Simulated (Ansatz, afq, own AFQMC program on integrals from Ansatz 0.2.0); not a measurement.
**Where AFQMC and coupled cluster stand for BH3S, triplet**

```json
{"atom": "B", "x (Å)": "-2.2789", "y (Å)": "0.0000", "z (Å)": "0.0000"}
{"atom": "H", "x (Å)": "-2.8756", "y (Å)": "1.0336", "z (Å)": "0.0000"}
{"atom": "H", "x (Å)": "-2.8756", "y (Å)": "-1.0336", "z (Å)": "0.0000"}
{"atom": "H", "x (Å)": "-0.6989", "y (Å)": "0.0000", "z (Å)": "0.0000"}
{"atom": "S", "x (Å)": "0.9711", "y (Å)": "0.0000", "z (Å)": "0.0000"}
```

Connectivity, by distances: BH2 ··· SH.

Basis cc-pVTZ. Noble-gas cores (and the filled d shells of Ga–Kr and In–Xe) are frozen. AFQMC by an in-house program on the Cholesky factors that Ansatz 0.2.0 writes for its CCSD(T) run. ph-AFQMC/CISD is guided by a CISD state made of CCSD amplitudes; releasing the constraint for a short imaginary time cuts its bias at the price of noise, slowly where states lie close. ± is one standard error of the sampling.

Determinant: UHF, the one that the program's search chose, which needn't be the lowest solution. The geometry is a point of a scan.

No full CI on the walks' own integrals is used here. The released AFQMC energy serves as the reference, which it does only where one determinant dominates, the energy is flat over the last release times and near the phaseless one (40 meV or 2 meV an electron, half that with transition metals). On small molecules, where full CI could be run and the noise was under 10 meV, such values lay within 10 meV of it in 19 cases of 20, a flattering rate, since the rule was set on those same cases; what remains of the bias isn't in the error bar.

Cautions: lower spins were not checked; unrestricted determinant slightly spin contaminated (⟨S²⟩ 2.06 against 2.00); the released value is read at 2.40 1/Eh (meV from the phaseless value at times in 1/Eh: -1 ± 6 at 0.24, -9 ± 7 at 0.51, -8 ± 5 at 0.99, -17 ± 6 at 1.62, -16 ± 8 at 2.40).

```
T1 diagnostic                               : 0.0165
weight of the determinant in the CISD state : 0.864
⟨S²⟩ of the determinant                     : 2.057
size of the correlated space                : 12 electrons in 100 orbitals
```

Reference: AFQMC with the constraint released, correlation energy -8.200 ± 0.008 eV.

```tsv
level	E − E(reference) (kcal/mol)	share of correlation (%)
HF	189.09 ± 0.19	0.00
MP2	35.52 ± 0.19	81.22
CCSD	7.53 ± 0.19	96.02
CCSD(T)	1.24 ± 0.19	99.35
ph-AFQMC/CISD	0.36 ± 0.23	99.81
```

A walk keeps the symmetry of its determinant, which the program's search chose and which needn't be the lowest solution, so a lower state of the same spin and another symmetry isn't excluded. Released energies are given only where the last usable release times agree within the noise; a slower fall can still hide under it.
